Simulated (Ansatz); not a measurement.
Basis sets compared for cyclo-(SiH2)3 (Si₃H₆). Total charge 0; singlet. Geometry PBE-D4/def2-TZVP. Ansatz on 4 threads of Intel Xeon on a shared host; times are rough, and most runs start from earlier orbitals.

```xyz
9

Si   -0.9208    0.9712   -0.1873
H    -1.5992    1.2222   -1.4932
H    -1.3678    1.9046    0.8887
Si    1.3101    0.2632   -0.2010
H     2.2230    0.7644    0.8687
H     1.9967    0.0854   -1.5147
Si   -0.3892   -1.2341    0.3891
H    -0.5109   -1.6519    1.8172
H    -0.7419   -2.3248   -0.5674
```

Binding counts from free atoms (Si triplet, H doublet) in the same basis, without a counterpoise term.

| level | functions | energy (Eh) | HOMO (eV) | LUMO (eV) | binding per atom (eV) | wall time |
| --- | --- | --- | --- | --- | --- | --- |
| HF/STO-3G | 33 | -860.2292 | -5.97 | 9.80 | 3.12 | 0.4 s |
| HF/6-31G | 51 | -870.0645 | -9.13 | 2.95 | 1.78 | 0.71 s |
| HF/def2-TZVP | 147 | -870.2637 | -9.08 | 2.28 | 2.15 | 1.5 s |
| PBE-D4/def2-SVP | 84 | -871.3081 | -5.98 | -1.86 | 2.85 | 1.3 s |
| PBE-D4/def2-TZVP (with forces) | 147 | -871.6136 | -5.97 | -2.02 | 2.86 | 2.5 s |
| r2SCAN-D4/def2-TZVP | 147 | -871.9822 | -6.18 | -1.87 | 2.90 | 3.2 s |
| PBE0-D4/def2-SVP | 84 | -871.3992 | -6.99 | -1.08 | 2.85 | 1.7 s |
| PBE0-D4/def2-TZVP | 147 | -871.7014 | -6.94 | -1.18 | 2.86 | 3.2 s |

(1) Estimate the rows for PBE-D4/def2-TZVPD, r2SCAN-D4/def2-TZVPD, PBE0-D4/def2-TZVPD.

Answers

(1) 
```csv
level,functions,energy (Eh),HOMO (eV),LUMO (eV),binding per atom (eV),wall time
PBE-D4/def2-TZVPD,183,-871.6142,-5.98,-2.07,2.87,3 s
r2SCAN-D4/def2-TZVPD,183,-871.9827,-6.17,-1.89,2.90,4.6 s
PBE0-D4/def2-TZVPD,183,-871.7019,-6.94,-1.23,2.86,3.6 s
```
